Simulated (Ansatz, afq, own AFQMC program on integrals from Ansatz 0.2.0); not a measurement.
Atomization energy of ZrHCl$_{2}$, sextet, worked out

```xyz
4

Zr    0.0000    0.0000    0.9366
Cl    0.0000   -1.2797   -1.2530
Cl    0.0000    1.2797   -1.2530
H     0.0000    0.0000    3.3821
```

Connectivity, by distances: Cl–ZrH–Cl.

Basis def2-SVP with its core potentials. Noble-gas cores (and the filled d shells of Ga–Kr and In–Xe) are frozen. Integrals, coupled cluster, full CI and functionals: Ansatz 0.2.0; the random walks run on the same integrals in our own AFQMC program. ph-AFQMC/CISD is guided by a CISD state made of CCSD amplitudes; releasing the constraint for a short imaginary time cuts its bias at the price of noise, slowly where states lie close. Uncertainties: one standard error, sampling alone. No spin–orbit coupling. The metal's outer-core s and p shells are frozen, which shifts wave-function levels against functionals.

Total energies in eV. CBS is CCSD(T) at the limit of def2-TZVPP/QZVPP (extrapolated itself); the highest rung of each member is named.

Cautions: no spin-orbit coupling; outer-core shells of the metal frozen; ZrHCl₂ (sextet): another spin lies lower, its ph-AFQMC/CISD value lies 45 ± 5 meV above CCSDT(Q); Zr (triplet): its ph-AFQMC/CISD value lies 21.6 ± 1.1 meV above full CI.

```json
{"member": "Zr (triplet)", "count": "+1", "CCSD(T)/def2-SVP": "-1264.7976", "highest rung in def2-SVP": "-1264.8271", "which": "FCI", "CCSD(T)/CBS": "-1265.5605"}
{"member": "Cl (doublet)", "count": "+2", "CCSD(T)/def2-SVP": "-12502.1624", "highest rung in def2-SVP": "-12502.1710", "which": "FCI", "CCSD(T)/CBS": "-12509.3582"}
{"member": "H (doublet)", "count": "+1", "CCSD(T)/def2-SVP": "-13.5861", "highest rung in def2-SVP": "-13.5861", "which": "FCI", "CCSD(T)/CBS": "-13.6059"}
{"member": "ZrHCl₂, sextet", "count": "-1", "CCSD(T)/def2-SVP": "-26287.4209", "highest rung in def2-SVP": "-26287.4757", "which": "CCSDT(Q)", "CCSD(T)/CBS": "-26303.3288"}
```

**Question.** Work out the best estimate of the atomization energy: the CCSD(T)/CBS difference plus the step from CCSD(T) to the highest rung.

**Answer.** Sums with the counts: CCSD(T)/CBS 5.4460 eV, highest rung 4.7205 eV, CCSD(T)/def2-SVP 4.7124 eV. The step is 4.7205 − 4.7124 = 0.0081 eV, so the best estimate is 5.4460 + (0.0081) = 5.4541 eV = 526.2 kJ/mol. The basis set is worth 0.734 eV of it. Zero-point, core-correlation and spin–orbit terms aren't in it. Past Ne the Hartree–Fock part of each CBS total tends to overshoot, since the cores don't follow the formula; that largely cancels in the difference.

Best estimates are given only where the step beyond CCSD(T) is under 0.3 eV and no member's determinant is very poor (T1 over 0.05, or 0.07 for open shells, ⟨S²⟩ too high by 0.3, two states mixed), so the hardest cases are missing from such tables.

CCSDT and higher add their correlation energy to the determinant of the CCSD(T) run, since their own runs factorise the integrals more tightly (a shift of under 2 meV). Each member of a difference takes its own highest rung, so a best estimate needn't equal the limit plus the step of one row. The exponents were fitted on light atoms, and def2 sets of heavy atoms don't grow evenly, so the limit is rough here.
